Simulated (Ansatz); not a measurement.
Basis-set extrapolation for `CCC(C)(C)C(C)C` (PBE0-D4/def2-TZVP geometry, frozen core, Ansatz 0.2.0). Multiplicity 1, RHF reference.

|  | def2-TZVPP | def2-QZVPP |
| --- | --- | --- |
| HF | -313.538613 | -313.553381 |
| MP2 correlation | -1.431932 | -1.518813 |
| CCSD(T) correlation | -1.580105 | not run |

Energies in hartree. Use E(X) = E(∞) + A·exp(−7.88·√X) for Hartree–Fock and E(X) = E(∞) + B·X^(−2.97) for correlation, with X = 3 and 4, and add CCSD(T) minus MP2 of the smaller set to the MP2 limit.

What is the CCSD(T) energy at the basis-set limit?

HF limit: -313.553381 + (-0.014768) × 0.13774 = -313.55542. MP2 limit: -1.518813 + (-0.086881) × 0.74074 = -1.58317. Higher-order term: -1.580105 − (-1.431932) = -0.14817. Total: -315.28676 hartree, 105.4 kcal/mol below CCSD(T)/def2-TZVPP.
